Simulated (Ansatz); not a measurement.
Harmonic frequencies (cm⁻¹) at PBE0-D4/def2-TZVP from Ansatz: 250, 294, 429, 460, 506, 538, 803, 836, 866, 1082, 1170, 1242, 1348, 1528, 1706, 3189, 3827, 3860.

Each molecule was computed in one conformer, which needn't be the lowest.

Q: Which molecule is it?
A. `NC(=O)C=O`
B. `N=C1OCO1`
C. `N#COCO`
D. `OC1(O)C=N1`

A: D.
